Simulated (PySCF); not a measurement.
**Reproducing measurements on C2H3F3**

**Measured values to compare with.**

NIST CCCBDB Release 22 (SRD 101), experimental dipoles lists, for the gas: dipole moment (microwave Stark effect) 2.32 D.

NIST CCCBDB Release 22 (SRD 101), experimental polarizabilities lists, for the gas: mean polarisability 4.4 Å³.

The results are set against them at the end.

C2H3F3.
Numbering: `[CH3:1][C:2]([F:3])([F:4])[F:5]` (hydrogens: H6, H7, H8 on C1)

Geometry (PBE0-D3(BJ)/def2-SVP, Å), atoms numbered from 1 in this order:
```
atom  x, y, z in Å
C1     0.7854   -0.1289    0.0347
C2    -0.6925    0.1129   -0.0309
F3    -1.1771   -0.1287   -1.2544
F4    -0.9958    1.3794    0.2752
F5    -1.3587   -0.6730    0.8225
H6     0.9983   -1.1737   -0.2237
H7     1.1445    0.0771    1.0509
H8     1.2960    0.5349   -0.6743
```

Runs made with PySCF (gas phase, on this PBE0-D3(BJ)/def2-SVP geometry; no spin–orbit coupling):

```json
{"level": "PBE0-D3(BJ)/def2-SVP, grid level 1", "job": "geometry optimisation from an MMFF94s start", "basis functions": "85"}
{"level": "B3LYP/def2-SVPD", "job": "10 singlets by full TDDFT, 4 Tamm–Dancoff triplets, polarisability, ΔSCF ions", "basis functions": "133"}
{"level": "HF/def2-SVPD", "job": "10 singlets by TDHF, 4 Tamm–Dancoff triplets, polarisability, ΔSCF ions", "basis functions": "133"}
{"level": "LC-wPBE/def2-SVPD", "job": "10 singlets by full TDDFT, 4 Tamm–Dancoff triplets, polarisability, ΔSCF ions", "basis functions": "133"}
{"level": "PBE0/6-31+G*", "job": "10 singlets by full TDDFT, 4 Tamm–Dancoff triplets, polarisability", "basis functions": "96"}
{"level": "PBE0/aug-cc-pVDZ", "job": "10 singlets by full TDDFT, 4 Tamm–Dancoff triplets, polarisability", "basis functions": "142"}
{"level": "PBE0/def2-SVP", "job": "10 singlets by full TDDFT, 4 Tamm–Dancoff triplets, polarisability", "basis functions": "85"}
{"level": "PBE0/def2-TZVPD", "job": "10 singlets by full TDDFT, 4 Tamm–Dancoff triplets, polarisability", "basis functions": "221"}
{"level": "B3LYP/6-31G*", "job": "spin–spin couplings from 8 perturbed nuclei", "basis functions": "76"}
{"level": "B3LYP/aug-cc-pVTZ-J", "job": "spin–spin couplings from 8 perturbed nuclei", "basis functions": "290"}
{"level": "B3LYP/cc-pVTZ", "job": "spin–spin couplings from 8 perturbed nuclei", "basis functions": "192"}
{"level": "B3LYP/def2-TZVP", "job": "spin–spin couplings from 8 perturbed nuclei", "basis functions": "173"}
{"level": "PBE0/def2-SVPD", "job": "10 singlets by full TDDFT, 4 Tamm–Dancoff triplets, polarisability, ΔSCF ions", "basis functions": "133"}
{"level": "PBE/def2-SVPD", "job": "10 singlets by full TDDFT, 4 Tamm–Dancoff triplets, polarisability, ΔSCF ions", "basis functions": "133"}
{"level": "BHandHLYP/def2-SVPD", "job": "10 singlets by full TDDFT, 4 Tamm–Dancoff triplets, polarisability, ΔSCF ions", "basis functions": "133"}
{"level": "CAM-B3LYP/def2-SVPD", "job": "10 singlets by full TDDFT, 4 Tamm–Dancoff triplets, polarisability, ΔSCF ions", "basis functions": "133"}
{"level": "PBE0/6-31G*", "job": "10 singlets by full TDDFT, 4 Tamm–Dancoff triplets, polarisability", "basis functions": "76"}
{"level": "wB97X-D/def2-SVPD", "job": "10 singlets by full TDDFT, 4 Tamm–Dancoff triplets, polarisability, ΔSCF ions", "basis functions": "133"}
```

All basis functions are spherical.

**Comparison with experiment**

**Dipole moment.** Measured: 2.32 D (NIST CCCBDB Release 22 (SRD 101), experimental dipoles).

```
               level  computed (D)  computed − measured (D)  % (from the printed values)
PBE0-D3(BJ)/def2-SVP          2.17                    -0.15                           -6
     B3LYP/def2-SVPD          2.32                     0.00                            0
        HF/def2-SVPD          2.53                    +0.21                           +9
   LC-wPBE/def2-SVPD          2.35                    +0.03                           +1
        PBE0/6-31+G*          2.34                    +0.02                           +1
    PBE0/aug-cc-pVDZ          2.27                    -0.05                           -2
       PBE0/def2-SVP          2.17                    -0.15                           -6
     PBE0/def2-TZVPD          2.26                    -0.06                           -3
        B3LYP/6-31G*          1.97                    -0.35                          -15
 B3LYP/aug-cc-pVTZ-J          2.28                    -0.04                           -2
       B3LYP/cc-pVTZ          2.17                    -0.15                           -6
     B3LYP/def2-TZVP          2.24                    -0.08                           -3
```

12 of the 25 levels run are shown, the closest and the furthest among them. Closest is B3LYP/def2-SVPD (0.00 D), furthest B3LYP/6-31G* (-0.35 D); one molecule doesn't rank methods. The computed dipoles belong to one fixed geometry; measured ones are averaged over vibrations unless marked μe. Magnitudes are compared, not signs.

**Mean polarisability.** Measured: 4.4 Å³ (NIST CCCBDB Release 22 (SRD 101), experimental polarizabilities).

| level | computed (Å³) | computed − measured (Å³) | % (from the printed values) |
| --- | --- | --- | --- |
| PBE0/def2-SVPD | 4.35 | -0.05 | -1 |
| B3LYP/def2-SVPD | 4.40 | 0.00 | 0 |
| HF/def2-SVPD | 3.95 | -0.45 | -10 |
| PBE/def2-SVPD | 4.59 | +0.19 | +4 |
| BHandHLYP/def2-SVPD | 4.18 | -0.22 | -5 |
| CAM-B3LYP/def2-SVPD | 4.36 | -0.04 | -1 |
| LC-wPBE/def2-SVPD | 4.31 | -0.09 | -2 |
| PBE0/6-31G* | 3.39 | -1.01 | -23 |
| PBE0/aug-cc-pVDZ | 4.38 | -0.02 | 0 |
| PBE0/def2-SVP | 3.32 | -1.08 | -25 |
| PBE0/def2-TZVPD | 4.43 | +0.03 | +1 |
| wB97X-D/def2-SVPD | 4.34 | -0.06 | -1 |

12 of the 16 levels run are shown, the closest and the furthest among them. Closest is B3LYP/def2-SVPD (0.00 Å³), furthest PBE0/def2-SVP (-1.08 Å³); one molecule doesn't rank methods. The computed values are static and purely electronic, with core orbitals frozen in the response (1 au = 0.148185 Å³). The table of measured values doesn't say here whether a value is static or optical, or holds a vibrational part.

No measured geometry was used, and the causes of the misses weren't examined.
